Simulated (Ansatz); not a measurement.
`C#CCS(C)=O`, relaxed with RKS PBE-D4/def2-SVP in Ansatz 0.2.0 from a rough embedded geometry. The force threshold is 0.03 eV/Å; the program also tests the step.

Charge 0, multiplicity 1.

Start:

```xyz
12

C     2.026    2.048   -1.158
C     1.422    1.182   -0.534
C     0.726    0.107    0.194
S    -0.962    0.027   -0.488
C    -1.398   -1.461    0.440
O    -1.793    1.139    0.047
H     2.573    2.804   -1.613
H     0.615    0.352    1.235
H     1.224   -0.842    0.026
H    -0.732   -2.353    0.157
H    -1.260   -1.273    1.489
H    -2.441   -1.730    0.206
```

(1) How much energy does the relaxation release, and in how many steps? (Best estimate.)

(2) Which bonds change most? (Estimate.)

(3) Give the relaxed structure. (An estimate is asked.)

Answers

(1) The calculation gave: 0.27 eV, in 6 steps.

(2) Ansatz gave: C3–S4 from 1.822 to 1.914 Å; S4–C5 from 1.807 to 1.850 Å; C1–H7 from 1.038 to 1.081 Å; C5–H10 from 1.148 to 1.108 Å.

(3) Ansatz gave: 
```xyz
12

C     2.046    2.110   -1.095
C     1.484    1.190   -0.517
C     0.785    0.100    0.119
S    -0.987   -0.057   -0.585
C    -1.425   -1.500    0.486
O    -1.774    1.120   -0.054
H     2.550    2.935   -1.579
H     0.633    0.274    1.206
H     1.287   -0.879   -0.037
H    -0.826   -2.390    0.210
H    -1.272   -1.215    1.545
H    -2.499   -1.688    0.301
```
